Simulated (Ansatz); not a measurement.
**Relative stability**

The two ends of one reaction step of SiH3F, singlet (PBE0-D4/def2-TZVP).

A:

```tsv
atom	x (Å)	y (Å)	z (Å)
Si1	-0.0317	-0.0042	0.0247
H2	-0.6968	-1.2914	-0.2857
F3	1.2232	0.1625	-0.9536
H4	0.4623	0.0034	1.4217
H5	-0.9570	1.1297	-0.2069
```

B:

Si1  (-0.729, 0.041, 0.664)
H2  (0.350, -1.344, -1.234)
F3  (0.702, -0.525, -0.974)
H4  (0.481, 0.404, 1.509)
H5  (-0.803, 1.423, 0.036)
(Å)

Program: Ansatz 0.2.0. Basis: def2-TZVPP. Cores are frozen in the correlated methods. B3LYP uses VWN-RPA correlation.

(1) Which structure is lower at CCSD(T), and by how much? (Judge from chemistry; the value comes from the calculation.)

T1 diagnostic: at most 0.012. The restricted Hartree–Fock reference is unstable towards an unrestricted one at one or more of these structures.

## Answers

(1) The calculation gives: A, by 79.87 kcal/mol (electronic energy, against the other). By their contacts, A is SiH₃F ([F][SiH3]) and B is a complex of SiH₂ + HF.

All methods give the same order:

| method | E(B) − E(A) (kcal/mol) |
| --- | --- |
| SPW92 | 76.76 |
| PBE-D4 | 75.63 |
| BLYP-D4 | 76.40 |
| r2SCAN-D4 | 82.75 |
| B97M-V | 78.87 |
| PBE0-D4 | 79.19 |
| B3LYP-D4 | 79.51 |
| r2SCAN0-D4 | 83.75 |
| BHLYP-D4 | 83.49 |
| CAM-B3LYP-D4 | 81.77 |
| wB97X-V | 82.15 |
| wB97M-V | 78.28 |
| B2PLYP | 81.57 |
| PBE-QIDH | 83.20 |
| RPA on PBE | 77.79 |
| HF | 86.40 |
| MP2 | 83.73 |
| CCSD | 80.48 |
| CCSD(T) | 79.87 |

Labels in which every atom is bracketed show which atoms are joined, not bond orders.

For scale, one of the runs: CCSD(T)/def2-TZVPP, 115 basis functions, launched by `ansatz run in.yaml --threads 2 --pin off --events-out ev --progress --plain --max-ram 4352MiB`. Hardware: 2 CPU threads of an Intel Xeon Platinum 8488C, shared host. Wall time about 3.8 s.
